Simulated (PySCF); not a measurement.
# AlN: from constants to spectrum

PBE0 constants of AlN, ³Π (triplet), unpaired electrons σ ↑, π ↑ (PySCF, no relativity, basis sets Al def2-TZVP, N def2-TZVP; masses 26.9815 and 14.0031 u):

| Item | Value |
| --- | --- |
| ωe | 751.3 cm⁻¹ |
| ωexe | 5.61 cm⁻¹ |
| Be | 0.57116 cm⁻¹ |
| αe | 0.00593 cm⁻¹ |
| De to Al + N | 2.60 eV |

What force constant and bond length do these constants imply?

Reduced mass μred = 9.2187 u; k = 5.8918×10⁻⁷·μred·ωe² (u, cm⁻¹, mdyn/Å) = 3.07 mdyn/Å; Re = √(16.8576/(μred·Be)) (u, cm⁻¹, Å) = 1.789 Å.

Estimate the centrifugal constant D from the Kratzer relation and find the Dunham coefficient a1.

D = 4Be³/ωe² = 1.32e-06 cm⁻¹; a1 = −1 − αeωe/(6Be²) = -3.28.

The state is the lowest determinant that a PBE0 search found; another state may lie lower at other levels.
